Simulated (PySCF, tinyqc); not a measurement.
MP2 on RHF in the sto-6g basis, frozen core, for HF, spin multiplicity 1, step by step. The lowest restricted solution is unstable here: a spin-polarised one lies 0.0105 hartree lower (PySCF). One step of it, computed by the program tinyqc.

Problem. Second-order Moller-Plesset energy. E2 = sum_ijab (ia|jb) [2 (ia|jb) - (ib|ja)] / (e_i + e_j - e_a - e_b) over occupied i, j and virtual a, b; the opposite-spin part is (ia|jb)^2 / denominator, the rest is same-spin, and SCS-MP2 scales them by 6/5 and 1/3.

orbital energies (hartree): MO1 -26.266378, MO2 -1.424381, MO3 -0.472684, MO4 -0.472684, MO5 -0.472471, MO6 0.312989

Two-electron integrals over orbitals (pq|rs), unique and non-zero (hartree); the lowest 1 orbital is frozen and left out:
```
(22|22) 0.880441    (32|32) 0.190728    (33|22) 0.900085    (33|33) 0.998085
(42|42) 0.190728    (43|43) 0.053789    (44|22) 0.900085    (44|33) 0.890506
(44|44) 0.998085    (52|22) -0.045496   (52|33) -0.061250   (52|44) -0.061250
(52|52) 0.130567    (53|32) -0.024884   (53|53) 0.034061    (54|42) -0.024884
(54|54) 0.034061    (55|22) 0.683870    (55|33) 0.669225    (55|44) 0.669225
(55|52) -0.011531   (55|55) 0.665520    (62|22) -0.078176   (62|33) -0.077410
(62|44) -0.077410   (62|52) -0.080558   (62|55) -0.021946   (62|62) 0.090725
(63|32) -0.025756   (63|53) -0.023157   (63|63) 0.028345    (64|42) -0.025756
(64|54) -0.023157   (64|64) 0.028345    (65|22) -0.248822   (65|33) -0.253802
(65|44) -0.253802   (65|52) 0.074469    (65|55) -0.091323   (65|62) 0.032900
(65|65) 0.240032    (66|22) 0.631213    (66|33) 0.615859    (66|44) 0.615859
(66|52) 0.042342    (66|55) 0.642121    (66|62) -0.050712   (66|65) -0.025145
(66|66) 0.667343
```

Hartree-Fock energy = -99.41537256 hartree

Give: Terms; Pair energies; MP2 correlation energy; SCS-MP2 correlation energy; MP2 total energy.

Solution.

Terms:

| i | j | a | b | (ia\|jb) | (ib\|ja) | denominator | term |
|---|---|---|---|---|---|---|---|
| 5 | 5 | 6 | 6 | 0.2400 | 0.2400 | -1.5709 | -0.0367 |
| 2 | 2 | 6 | 6 | 0.0907 | 0.0907 | -3.4747 | -0.0024 |
| 4 | 4 | 6 | 6 | 0.0283 | 0.0283 | -1.5713 | -0.0005 |
| 3 | 3 | 6 | 6 | 0.0283 | 0.0283 | -1.5713 | -0.0005 |
| 2 | 5 | 6 | 6 | 0.0329 | 0.0329 | -2.5228 | -4.29e-04 |
| 5 | 2 | 6 | 6 | 0.0329 | 0.0329 | -2.5228 | -4.29e-04 |

Pair energies (hartree; pair i-j sums ij and ji):

| pair | opposite spin | same spin |
|---|---|---|
| 2-2 | -0.0024 | 0.0000 |
| 3-3 | -0.0005 | 0.0000 |
| 4-4 | -0.0005 | 0.0000 |
| 5-2 | -0.0009 | 0.0000 |
| 5-5 | -0.0367 | 0.0000 |

MP2 correlation energy = -0.040926 hartree

SCS-MP2 correlation energy = -0.049111 hartree

MP2 total energy = -99.456298 hartree
